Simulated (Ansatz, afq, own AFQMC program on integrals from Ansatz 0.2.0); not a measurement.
## Where AFQMC and coupled cluster stand for MgSi, singlet

```yaml
atoms:
  - { symbol: Si, position_ang: [0.0000, 0.0000, 0.0000] }
  - { symbol: Mg, position_ang: [0.0000, 0.0000, 2.5324] }
```

Basis cc-pVDZ. Only valence electrons are correlated. Ansatz 0.2.0 and our own AFQMC program on the same integrals; the CISD trial comes from CCSD amplitudes, and released means the phaseless constraint is let go. Error bars are statistical, one sigma.

Determinant: RHF, the one that the program's search chose, which needn't be the lowest solution. The geometry is a PBE0/def2-TZVP stationary point of this or a neighbouring charge and spin state.

Full CI on the same integrals is exact in this basis and with this determinant's frozen core.

Cautions: another spin lies lower (by 845 meV); restricted determinant unstable towards unrestricted (UHF 1.47 eV lower, ⟨S²⟩ 1.69); strong correlation (T1 0.036, weight of the determinant 0.80, largest double 0.20); the CCSDT(Q) amplitudes may be one of several solutions (largest double 0.66); the CCSDTQ amplitudes may be one of several solutions (largest double 0.86); the ph-AFQMC/CISD walk drifts between its halves (2.9 errors); the released energy hasn't reached full CI (108 meV above it at 2.40 1/Eh), so no released level is given (meV from the phaseless value at times in 1/Eh: -6 ± 11 at 0.24, -7 ± 12 at 0.51, -26 ± 11 at 0.99, -53 ± 10 at 1.62, -58 ± 16 at 2.40); the determinant fills πx and πy unequally, so it mixes two states of the linear molecule, and each level undoes that mixture to a different degree, while full CI gives the lower state; CCSDTQ on the UHF determinant differs (850 meV lower), perhaps since the unrestricted series falls towards higher spin.

- T1 diagnostic: 0.0357
- weight of the determinant in the CISD state: 0.803
- size of the correlated space: 6 electrons in 26 orbitals

Reference: full CI, correlation energy -3.982 eV. The cautions show a poor starting determinant, so the rows tell how each method copes with it here, and full CI is the sure value.

```csv
level,E − E(reference) (kcal/mol),share of correlation (%)
HF,91.84,0.00
MP2,28.52,68.95
CCSD,9.65,89.49
CCSD(T),4.84,94.74
CCSDT,1.77,98.08
CCSDT(Q),0.10,99.89
CCSDTQ,0.06,99.93
ph-AFQMC/HF,5.09 ± 0.92,94.46
ph-AFQMC/CISD,3.82 ± 0.23,95.84
```

CCSDT and higher add their correlation energy to the determinant of the CCSD(T) run, since their own runs factorise the integrals more tightly (a shift of under 2 meV).
